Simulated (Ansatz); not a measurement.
Candidate structures of Sc, relaxed level by level: Sc (Fm-3m, No. 225, 1 atoms in the cell; start mp-36; another form than the element's usual one); Sc (P6₂22, No. 180, 6 atoms in the cell; start mp-601273; another form than the element's usual one); Sc (model structure, started from the diamond type, Fd-3m, No. 227, 2 atoms in the cell); hcp Sc. Levels: LDA (PAW; Ansatz, a quantum-chemistry and plane-wave program), PBEsol (Ansatz, PAW), r²SCAN (Ansatz, PAW).

Question: Which structure has the lowest energy at each level, and how far above it lie the others?

Answer: Lowest: LDA, hcp Sc; PBEsol, hcp Sc; r²SCAN, hcp Sc. Energies above the lowest of these candidates, meV/atom:

```json
[
 {"structure": "hcp Sc", "LDA": "0", "PBEsol": "0", "r²SCAN": "0"},
 {"structure": "Sc (Fm-3m, No. 225, 1 atoms in the cell; start mp-36; another form than the element's usual one)", "LDA": "40", "PBEsol": "47", "r²SCAN": "59"},
 {"structure": "Sc (P6₂22, No. 180, 6 atoms in the cell; start mp-601273; another form than the element's usual one)", "LDA": "123", "PBEsol": "128", "r²SCAN": "131"},
 {"structure": "Sc (model structure, started from the diamond type, Fd-3m, No. 227, 2 atoms in the cell)", "LDA": "1966", "PBEsol": "2029", "r²SCAN": "2165"}
]
```

All these levels agree on the lowest structure.

Started from a measured cell: hcp Sc.

Static-lattice energies; unlike cells have unlike k meshes, which leaves some meV/atom of uncertainty, and other structures than these can lie lower.

Note: the relaxation could not lower the start's symmetry, so the cell can be a saddle point above a distorted one.

A model structure was made by putting elements into a prototype or built by hand; it is no filed structure, need not be a known phase, and can be a saddle point held by its symmetry.

A start named mp-… is a Materials Project structure, which need not be a measured phase.
